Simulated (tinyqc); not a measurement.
Worked calculation (part 1 of 2): CIS on RHF in the sto-3g basis, frozen core, for H2O, spin multiplicity 1. Computed by tinyqc, a small Python program that keeps every step (integrals from PySCF). Settings: charge = 0, multiplicity = 1, basis = sto-3g, method = RHF, frozen orbitals = 1, energy threshold = 1e-10, iteration cap = 63, orthogonalisation = symmetric, start = Wolfsberg-Helmholz matrix, DIIS depth = 6. Command: `OMP_NUM_THREADS=1 python tinyqc.py 29386 29387 out.jsonl` (the two numbers bound the seeds that draw the settings). One thread of a shared host (Intel(R) Xeon(R) Processor @ 2.60GHz), about 0.07 s of CPU time with the checks. The early iterations of the SCF are left out here.

## One-electron integrals

Geometry (angstrom):
```
atom         x          y         z
O     0.000000   0.000000  0.000000
H     0.000000   0.776000  0.568000
H     0.000000  -0.776000  0.568000
```

Basis sto-3g: exponents (1/bohr^2) and contraction coefficients of normalised primitives:
```
element  l (shell)    exponent  coefficient
O            s (1)  130.709320     0.154329
O            s (1)   23.808861     0.535328
O            s (1)    6.443608     0.444635
O            s (2)    5.033151    -0.099967
O            s (2)    1.169596     0.399513
O            s (2)    0.380389     0.700115
O            p (3)    5.033151     0.155916
O            p (3)    1.169596     0.607684
O            p (3)    0.380389     0.391957
H            s (1)    3.425251     0.154329
H            s (1)    0.623914     0.535328
H            s (1)    0.168855     0.444635
```

Overlap, kinetic and nuclear-attraction integrals over the contracted functions; the nuclear repulsion is the sum of Za Zb / Rab.

nuclear repulsion = 9.14531280 hartree

overlap S, order 1O 1s, 1O 2s, 1O 2px, 1O 2py, 1O 2pz, 2H 1s, 3H 1s:
```
[[1.000000, 0.236704, 0.000000, 0.000000, 0.000000, 0.053409, 0.053409],
 [0.236704, 1.000000, 0.000000, 0.000000, 0.000000, 0.471881, 0.471881],
 [0.000000, 0.000000, 1.000000, 0.000000, 0.000000, 0.000000, 0.000000],
 [0.000000, 0.000000, 0.000000, 1.000000, 0.000000, 0.316233, -0.316233],
 [0.000000, 0.000000, 0.000000, 0.000000, 1.000000, 0.231470, 0.231470],
 [0.053409, 0.471881, 0.000000, 0.316233, 0.231470, 1.000000, 0.238233],
 [0.053409, 0.471881, 0.000000, -0.316233, 0.231470, 0.238233, 1.000000]]
```

kinetic energy T (hartree), order 1O 1s, 1O 2s, 1O 2px, 1O 2py, 1O 2pz, 2H 1s, 3H 1s:
```
[[29.003200, -0.168011, 0.000000, 0.000000, 0.000000, -0.002821, -0.002821],
 [-0.168011, 0.808128, 0.000000, 0.000000, 0.000000, 0.126475, 0.126475],
 [0.000000, 0.000000, 2.528731, 0.000000, 0.000000, 0.000000, 0.000000],
 [0.000000, 0.000000, 0.000000, 2.528731, 0.000000, 0.226627, -0.226627],
 [0.000000, 0.000000, 0.000000, 0.000000, 2.528731, 0.165882, 0.165882],
 [-0.002821, 0.126475, 0.000000, 0.226627, 0.165882, 0.760032, 0.005586],
 [-0.002821, 0.126475, 0.000000, -0.226627, 0.165882, 0.005586, 0.760032]]
```

nuclear attraction V (hartree), order 1O 1s, 1O 2s, 1O 2px, 1O 2py, 1O 2pz, 2H 1s, 3H 1s:
```
[[-61.718998, -7.443582, 0.000000, 0.000000, -0.018168, -1.728006, -1.728006],
 [-7.443582, -10.138293, 0.000000, 0.000000, -0.214049, -3.836349, -3.836349],
 [0.000000, 0.000000, -9.982584, 0.000000, 0.000000, 0.000000, 0.000000],
 [0.000000, 0.000000, 0.000000, -10.143675, 0.000000, -2.286951, 2.286951],
 [-0.018168, -0.214049, 0.000000, 0.000000, -10.068891, -1.741510, -1.741510],
 [-1.728006, -3.836349, 0.000000, -2.286951, -1.741510, -5.811383, -1.532824],
 [-1.728006, -3.836349, 0.000000, 2.286951, -1.741510, -1.532824, -5.811383]]
```

core Hamiltonian H = T + V (hartree), order 1O 1s, 1O 2s, 1O 2px, 1O 2py, 1O 2pz, 2H 1s, 3H 1s:
```
[[-32.715798, -7.611593, 0.000000, 0.000000, -0.018168, -1.730827, -1.730827],
 [-7.611593, -9.330165, 0.000000, 0.000000, -0.214049, -3.709874, -3.709874],
 [0.000000, 0.000000, -7.453853, 0.000000, 0.000000, 0.000000, 0.000000],
 [0.000000, 0.000000, 0.000000, -7.614944, 0.000000, -2.060324, 2.060324],
 [-0.018168, -0.214049, 0.000000, 0.000000, -7.540160, -1.575628, -1.575628],
 [-1.730827, -3.709874, 0.000000, -2.060324, -1.575628, -5.051351, -1.527239],
 [-1.730827, -3.709874, 0.000000, 2.060324, -1.575628, -1.527239, -5.051351]]
```

## Two-electron integrals

Functions are numbered as in S; the eight-fold symmetry (ij|kl) = (ji|kl) = (kl|ij) leaves the list below.

Two-electron integrals (ij|kl) in chemists' order, unique and non-zero (hartree):
```
(11|11) 4.785065    (21|11) 0.741380    (21|21) 0.136873    (22|11) 1.118947
(22|21) 0.256633    (22|22) 0.817206    (31|31) 0.024477    (32|31) 0.037809
(32|32) 0.180518    (33|11) 1.115814    (33|21) 0.256684    (33|22) 0.817023
(33|33) 0.880159    (41|41) 0.024477    (42|41) 0.037809    (42|42) 0.180518
(43|43) 0.047444    (44|11) 1.115814    (44|21) 0.256684    (44|22) 0.817023
(44|33) 0.785270    (44|44) 0.880159    (51|51) 0.024477    (52|51) 0.037809
(52|52) 0.180518    (53|53) 0.047444    (54|54) 0.047444    (55|11) 1.115814
(55|21) 0.256684    (55|22) 0.817023    (55|33) 0.785270    (55|44) 0.785270
(55|55) 0.880159    (61|11) 0.169962    (61|21) 0.031100    (61|22) 0.057894
(61|33) 0.057784    (61|41) 0.001155    (61|42) 0.002156    (61|44) 0.058003
(61|51) 0.000845    (61|52) 0.001578    (61|54) 0.000161    (61|55) 0.057901
(61|61) 0.007158    (62|11) 0.400548    (62|21) 0.092961    (62|22) 0.326232
(62|33) 0.320801    (62|41) 0.005611    (62|42) 0.042301    (62|44) 0.331211
(62|51) 0.004107    (62|52) 0.030963    (62|54) 0.007619    (62|55) 0.326378
(62|61) 0.021510    (62|62) 0.159281    (63|31) 0.009882    (63|32) 0.056960
(63|43) 0.008860    (63|53) 0.006485    (63|63) 0.023094    (64|11) 0.228253
(64|21) 0.053676    (64|22) 0.201185    (64|33) 0.191993    (64|41) 0.012732
(64|42) 0.081775    (64|44) 0.215988    (64|51) 0.002086    (64|52) 0.018164
(64|54) 0.011079    (64|55) 0.195355    (64|61) 0.012986    (64|62) 0.119312
(64|64) 0.111469    (65|11) 0.167072    (65|21) 0.039288    (65|22) 0.147259
(65|33) 0.140531    (65|41) 0.002086    (65|42) 0.018164    (65|44) 0.145124
(65|51) 0.011409    (65|52) 0.070255    (65|54) 0.012222    (65|55) 0.155961
(65|61) 0.009506    (65|62) 0.087332    (65|64) 0.064687    (65|65) 0.070442
(66|11) 0.529879    (66|21) 0.124977    (66|22) 0.501674    (66|33) 0.481248
(66|41) 0.010051    (66|42) 0.103346    (66|44) 0.520749    (66|51) 0.007357
(66|52) 0.075645    (66|54) 0.028914    (66|55) 0.502411    (66|61) 0.029200
(66|62) 0.303950    (66|64) 0.260088    (66|65) 0.190374    (66|66) 0.774606
(71|11) 0.169962    (71|21) 0.031100    (71|22) 0.057894    (71|33) 0.057784
(71|41) -0.001155   (71|42) -0.002156   (71|44) 0.058003    (71|51) 0.000845
(71|52) 0.001578    (71|54) -0.000161   (71|55) 0.057901    (71|61) 0.007043
(71|62) 0.020810    (71|64) 0.011451    (71|65) 0.009202    (71|66) 0.027895
(71|71) 0.007158    (72|11) 0.400548    (72|21) 0.092961    (72|22) 0.326232
(72|33) 0.320801    (72|41) -0.005611   (72|42) -0.042301   (72|44) 0.331211
(72|51) 0.004107    (72|52) 0.030963    (72|54) -0.007619   (72|55) 0.326378
(72|61) 0.020810    (72|62) 0.129333    (72|64) 0.066650    (72|65) 0.068926
(72|66) 0.203146    (72|71) 0.021510    (72|72) 0.159281    (73|31) 0.009882
(73|32) 0.056960    (73|43) -0.008860   (73|53) 0.006485    (73|63) 0.018134
(73|73) 0.023094    (74|11) -0.228253   (74|21) -0.053676   (74|22) -0.201185
(74|33) -0.191993   (74|41) 0.012732    (74|42) 0.081775    (74|44) -0.215988
(74|51) -0.002086   (74|52) -0.018164   (74|54) 0.011079    (74|55) -0.195355
(74|61) -0.011451   (74|62) -0.066650   (74|64) -0.016677   (74|65) -0.034701
(74|66) -0.092221   (74|71) -0.012986   (74|72) -0.119312   (74|74) 0.111469
(75|11) 0.167072    (75|21) 0.039288    (75|22) 0.147259    (75|33) 0.140531
(75|41) -0.002086   (75|42) -0.018164   (75|44) 0.145124    (75|51) 0.011409
(75|52) 0.070255    (75|54) -0.012222   (75|55) 0.155961    (75|61) 0.009202
(75|62) 0.068926    (75|64) 0.034701    (75|65) 0.054303    (75|66) 0.118696
(75|71) 0.009506    (75|72) 0.087332    (75|74) -0.064687   (75|75) 0.070442
(76|11) 0.152979    (76|21) 0.035802    (76|22) 0.135469    (76|33) 0.132466
(76|44) 0.135259    (76|51) 0.002531    (76|52) 0.022314    (76|55) 0.138538
(76|61) 0.008192    (76|62) 0.064822    (76|64) 0.041869    (76|65) 0.039954
(76|66) 0.125871    (76|71) 0.008192    (76|72) 0.064822    (76|74) -0.041869
(76|75) 0.039954    (76|76) 0.031849    (77|11) 0.529879    (77|21) 0.124977
(77|22) 0.501674    (77|33) 0.481248    (77|41) -0.010051   (77|42) -0.103346
(77|44) 0.520749    (77|51) 0.007357    (77|52) 0.075645    (77|54) -0.028914
(77|55) 0.502411    (77|61) 0.027895    (77|62) 0.203146    (77|64) 0.092221
(77|65) 0.118696    (77|66) 0.335304    (77|71) 0.029200    (77|72) 0.303950
(77|74) -0.260088   (77|75) 0.190374    (77|76) 0.125871    (77|77) 0.774606
```

## Orthogonalisation

S = U s U^T; symmetric (Loewdin) form X = U s^(-1/2) U^T, so that X^T S X = 1.

eigenvalues of S: [0.345595, 0.418071, 0.888280, 1.000000, 1.089792, 1.343696, 1.914566]

X, order 1O 1s, 1O 2s, 1O 2px, 1O 2py, 1O 2pz, 2H 1s, 3H 1s:
```
[[1.024201, -0.143304, 0.000000, 0.000000, -0.009863, 0.022044, 0.022044],
 [-0.143304, 1.245276, 0.000000, 0.000000, 0.107327, -0.295130, -0.295130],
 [0.000000, 0.000000, 1.000000, 0.000000, 0.000000, 0.000000, 0.000000],
 [0.000000, 0.000000, 0.000000, 1.116624, 0.000000, -0.233653, 0.233653],
 [-0.009863, 0.107327, 0.000000, 0.000000, 1.051576, -0.142295, -0.142295],
 [0.022044, -0.295130, 0.000000, -0.233653, -0.142295, 1.207146, -0.085499],
 [0.022044, -0.295130, 0.000000, 0.233653, -0.142295, -0.085499, 1.207146]]
```

## Starting guess

The start is the generalised Wolfsberg-Helmholz matrix (K = 1.75) built on H; D = 2 C_occ C_occ^T.

D at the start, order 1O 1s, 1O 2s, 1O 2px, 1O 2py, 1O 2pz, 2H 1s, 3H 1s:
```
[[2.060365, -0.237099, 0.000000, 0.000000, 0.112292, -0.145009, -0.145009],
 [-0.237099, 1.102202, 0.000000, 0.000000, -0.409840, 0.352392, 0.352392],
 [0.000000, 0.000000, 2.000000, 0.000000, 0.000000, 0.000000, 0.000000],
 [0.000000, 0.000000, 0.000000, 1.347269, 0.000000, 0.384116, -0.384116],
 [0.112292, -0.409840, 0.000000, 0.000000, 1.837859, 0.112999, 0.112999],
 [-0.145009, 0.352392, 0.000000, 0.384116, 0.112999, 0.260143, 0.041114],
 [-0.145009, 0.352392, 0.000000, -0.384116, 0.112999, 0.041114, 0.260143]]
```

## Iteration 8 (converged): orbitals

converged F (hartree), order 1O 1s, 1O 2s, 1O 2px, 1O 2py, 1O 2pz, 2H 1s, 3H 1s:
```
[[-20.228908, -5.162308, 0.000000, 0.000000, -0.029086, -1.182588, -1.182588],
 [-5.162308, -2.441702, 0.000000, 0.000000, -0.121210, -1.015094, -1.015094],
 [0.000000, 0.000000, -0.388478, 0.000000, 0.000000, 0.000000, 0.000000],
 [0.000000, 0.000000, 0.000000, -0.318247, 0.000000, -0.401184, 0.401184],
 [-0.029086, -0.121210, 0.000000, 0.000000, -0.345400, -0.354734, -0.354734],
 [-1.182588, -1.015094, 0.000000, -0.401184, -0.354734, -0.569670, -0.375388],
 [-1.182588, -1.015094, 0.000000, 0.401184, -0.354734, -0.375388, -0.569670]]
```

Diagonalise F' = X^T F X, C = X C', fill 5 alpha and 5 beta electrons from the bottom; D = 2 C_occ C_occ^T. Each column has its largest component positive (the first on a tie).

F' = X^T F X (hartree):
```
[[-19.849010, -2.695476, 0.000000, 0.000000, -0.054712, -0.182870, -0.182870],
 [-2.695476, -1.222310, 0.000000, 0.000000, 0.113763, -0.517697, -0.517697],
 [0.000000, 0.000000, -0.388478, 0.000000, 0.000000, 0.000000, 0.000000],
 [0.000000, 0.000000, 0.000000, 0.000660, 0.000000, -0.481162, 0.481162],
 [-0.054712, 0.113763, 0.000000, 0.000000, -0.198447, -0.323957, -0.323957],
 [-0.182870, -0.517697, 0.000000, -0.481162, -0.323957, 0.022647, -0.102651],
 [-0.182870, -0.517697, 0.000000, 0.481162, -0.323957, -0.102651, 0.022647]]
```

orbital energies (hartree): [-20.237733, -1.262345, -0.620334, -0.444957, -0.388478, 0.595263, 0.746292]

coefficients C, order 1O 1s, 1O 2s, 1O 2px, 1O 2py, 1O 2pz, 2H 1s, 3H 1s:
```
[[0.994133, -0.233189, 0.000000, 0.100960, 0.000000, -0.133127, 0.000000],
 [0.026507, 0.835716, 0.000000, -0.526035, 0.000000, 0.883819, 0.000000],
 [0.000000, 0.000000, 0.000000, 0.000000, 1.000000, 0.000000, 0.000000],
 [0.000000, 0.000000, 0.602048, 0.000000, 0.000000, 0.000000, 0.996782],
 [0.004202, 0.124766, 0.000000, 0.785399, 0.000000, 0.724906, 0.000000],
 [-0.005943, 0.159011, 0.443558, 0.276110, 0.000000, -0.797072, -0.832656],
 [-0.005943, 0.159011, -0.443558, 0.276110, 0.000000, -0.797072, 0.832656]]
```

D after iteration 8, order 1O 1s, 1O 2s, 1O 2px, 1O 2py, 1O 2pz, 2H 1s, 3H 1s:
```
[[2.105739, -0.443272, 0.000000, 0.000000, 0.108754, -0.030223, -0.030223],
 [-0.443272, 1.951671, 0.000000, 0.000000, -0.617534, -0.025026, -0.025026],
 [0.000000, 0.000000, 2.000000, 0.000000, 0.000000, 0.000000, 0.000000],
 [0.000000, 0.000000, 0.000000, 0.724924, 0.000000, 0.534087, -0.534087],
 [0.108754, -0.617534, 0.000000, 0.000000, 1.264870, 0.473342, 0.473342],
 [-0.030223, -0.025026, 0.000000, 0.534087, 0.473342, 0.596601, -0.190374],
 [-0.030223, -0.025026, 0.000000, -0.534087, 0.473342, -0.190374, 0.596601]]
```

## Convergence

Stop when the energy changes by less than 1e-10 hartree and every element of the error matrix X^T (F D S - S D F) X is below 3e-06.

Course of the cycle:
```
iteration   E (hartree)     change  largest element of the error matrix
1          -74.66889265          -                             4.05e-01
2          -74.94269921  -2.74e-01                             1.04e-01
3          -74.96082588  -1.81e-02                             2.84e-02
4          -74.96207423  -1.25e-03                             3.95e-03
5          -74.96213309  -5.89e-05                             4.19e-04
6          -74.96213335  -2.54e-07                             1.06e-05
7          -74.96213335  -1.46e-10                             1.39e-07
8          -74.96213335  -5.68e-14                             3.03e-10
```

PySCF RHF in the same basis = -74.96213335 hartree

Converged in 8 iterations.

## Populations, bond orders and dipole

Mulliken: Z minus the diagonal of D S on the atom; Loewdin: the same with S^(1/2) D S^(1/2); Mayer order: 2 sum_s sum (D(s) S)_ij (D(s) S)_ji over the two atoms.

Charges (e):
```
atom   Mulliken    Loewdin
1O    -0.367430  -0.254907
2H     0.183715   0.127453
3H     0.183715   0.127453
```

Mayer bond orders:
```
pair     order
2-1   0.951608
3-1   0.951608
3-2   0.014641
```

dipole moment about the origin, x y z (debye): [0.000000, 0.000000, 1.699765]

## Integrals over molecular orbitals

(pq|rs) = sum C_ip C_jq C_kr C_ls (ij|kl), one index at a time.

one-electron integrals over orbitals h = C^T H C (hartree):
```
[[-32.698128, 0.559328, 0.000000, -0.229429, 0.000000, 0.307133, 0.000000],
 [0.559328, -7.662625, 0.000000, 0.429850, 0.000000, -1.376046, 0.000000],
 [0.000000, 0.000000, -6.347607, 0.000000, 0.000000, 0.000000, -1.722868],
 [-0.229429, 0.429850, 0.000000, -6.991387, 0.000000, -1.072241, 0.000000],
 [0.000000, 0.000000, 0.000000, 0.000000, -7.453853, 0.000000, 0.000000],
 [0.307133, -1.376046, 0.000000, -1.072241, 0.000000, -5.307985, 0.000000],
 [0.000000, 0.000000, -1.722868, 0.000000, 0.000000, 0.000000, -5.612579]]
```

Two-electron integrals over orbitals (pq|rs), unique and non-zero (hartree); the lowest 1 orbital is frozen and left out:
```
(22|22) 0.726573    (32|32) 0.144437    (33|22) 0.642695    (33|33) 0.630713
(42|22) 0.002896    (42|33) 0.006931    (42|42) 0.124880    (43|32) 0.020787
(43|43) 0.046861    (44|22) 0.677771    (44|33) 0.597633    (44|42) -0.104725
(44|44) 0.784825    (52|52) 0.144822    (53|53) 0.028612    (54|52) -0.045968
(54|54) 0.055373    (55|22) 0.747619    (55|33) 0.626953    (55|42) -0.067882
(55|44) 0.730125    (55|55) 0.880159    (62|22) 0.141817    (62|33) 0.073979
(62|42) 0.021652    (62|44) 0.089730    (62|55) 0.158365    (62|62) 0.101136
(63|32) -0.042366   (63|43) -0.029207   (63|63) 0.073183    (64|22) 0.096039
(64|33) 0.042618    (64|42) -0.028143   (64|44) 0.119741    (64|55) 0.115331
(64|62) 0.061771    (64|64) 0.067374    (65|52) 0.059522    (65|54) -0.001645
(65|65) 0.038566    (66|22) 0.609997    (66|33) 0.569221    (66|42) 0.059136
(66|44) 0.546810    (66|55) 0.585797    (66|62) 0.094429    (66|64) 0.044415
(66|66) 0.593757    (72|32) 0.041431    (72|43) -0.033033   (72|63) 0.034983
(72|72) 0.062293    (73|22) 0.140929    (73|33) 0.090763    (73|42) -0.074377
(73|44) 0.161766    (73|55) 0.190897    (73|62) 0.077081    (73|64) 0.077173
(73|66) 0.037959    (73|73) 0.151729    (74|32) -0.075895   (74|43) 0.002339
(74|63) 0.045051    (74|72) -0.017047   (74|74) 0.067775    (75|53) 0.023759
(75|75) 0.024605    (76|32) 0.099680    (76|43) 0.047949    (76|63) -0.066922
(76|72) -0.008754   (76|74) -0.057544   (76|76) 0.116830    (77|22) 0.624467
(77|33) 0.609831    (77|42) -0.015093   (77|44) 0.609634    (77|55) 0.626459
(77|62) 0.069322    (77|64) 0.042150    (77|66) 0.564509    (77|73) 0.096206
(77|77) 0.620259
```

## CIS matrix, singlets

A(ia,jb) = (e_a - e_i) d_ij d_ab + 2 (ia|jb) - (ij|ab).

CIS matrix A, singlet (hartree), order 2>6, 2>7, 3>6, 3>7, 4>6, 4>7, 5>6, 5>7:
```
[[1.449884, 0.000000, 0.000000, 0.054482, 0.064406, 0.000000, 0.000000, 0.000000],
 [0.000000, 1.508756, -0.029713, 0.000000, 0.000000, -0.019001, 0.000000, 0.000000],
 [0.000000, -0.029713, 0.792741, 0.000000, 0.000000, 0.042153, 0.000000, 0.000000],
 [0.054482, 0.000000, 0.000000, 1.060252, 0.106398, 0.000000, 0.000000, 0.000000],
 [0.064406, 0.000000, 0.000000, 0.106398, 0.628159, 0.000000, 0.000000, 0.000000],
 [0.000000, -0.019001, 0.042153, 0.000000, 0.000000, 0.717165, 0.000000, 0.000000],
 [0.000000, 0.000000, 0.000000, 0.000000, 0.000000, 0.000000, 0.475078, 0.000000],
 [0.000000, 0.000000, 0.000000, 0.000000, 0.000000, 0.000000, 0.000000, 0.557522]]
```

## CIS singlet states

dipole integrals <i|r|a> (bohr), order 2>6, 2>7, 3>6, 3>7, 4>6, 4>7, 5>6, 5>7:
```
[[0.000000, 0.000000, -0.100345],
 [0.000000, -0.145677, 0.000000],
 [0.000000, -0.859222, 0.000000],
 [0.000000, 0.000000, -0.621546],
 [0.000000, 0.000000, -0.451055],
 [0.000000, -0.663140, 0.000000],
 [0.076457, 0.000000, 0.000000],
 [0.000000, 0.000000, 0.000000]]
```

Diagonalise A (1 hartree = 27.211386 eV); each vector has its largest component positive (the first on a tie). The transition dipole is mu = sqrt2 sum c_ia <i|r|a>.

singlet excitation energies (eV): [12.927520, 15.170935, 16.336639, 19.001921, 22.036453, 29.199194, 39.861544, 41.103632]

lowest vectors, order 2>6, 2>7, 3>6, 3>7, 4>6, 4>7, 5>6, 5>7:
```
[[0.000000, 0.000000, -0.059850, 0.000000, 0.000000, -0.174296],
 [0.000000, 0.000000, 0.000000, 0.006545, 0.049823, 0.000000],
 [0.000000, 0.000000, 0.000000, -0.405889, 0.912916, 0.000000],
 [0.000000, 0.000000, -0.218261, 0.000000, 0.000000, 0.963097],
 [0.000000, 0.000000, 0.974054, 0.000000, 0.000000, 0.205096],
 [0.000000, 0.000000, 0.000000, 0.913899, 0.405095, 0.000000],
 [1.000000, 0.000000, 0.000000, 0.000000, 0.000000, 0.000000],
 [0.000000, 1.000000, 0.000000, 0.000000, 0.000000, 0.000000]]
```

oscillator strengths 2/3 w |mu|^2: [0.003703, 0.000000, 0.070936, 0.062095, 1.213891, 0.649233]

## CIS matrix, triplets

A(ia,jb) = (e_a - e_i) d_ij d_ab - (ij|ab).

CIS matrix A, triplet (hartree), order 2>6, 2>7, 3>6, 3>7, 4>6, 4>7, 5>6, 5>7:
```
[[1.247611, 0.000000, 0.000000, -0.099680, -0.059136, 0.000000, 0.000000, 0.000000],
 [0.000000, 1.384170, -0.099680, 0.000000, 0.000000, 0.015093, 0.000000, 0.000000],
 [0.000000, -0.099680, 0.646376, 0.000000, 0.000000, -0.047949, 0.000000, 0.000000],
 [-0.099680, 0.000000, 0.000000, 0.756794, -0.047949, 0.000000, 0.000000, 0.000000],
 [-0.059136, 0.000000, 0.000000, -0.047949, 0.493410, 0.000000, 0.000000, 0.000000],
 [0.000000, 0.015093, -0.047949, 0.000000, 0.000000, 0.581615, 0.000000, 0.000000],
 [0.000000, 0.000000, 0.000000, 0.000000, 0.000000, 0.000000, 0.397945, 0.000000],
 [0.000000, 0.000000, 0.000000, 0.000000, 0.000000, 0.000000, 0.000000, 0.508311]]
```
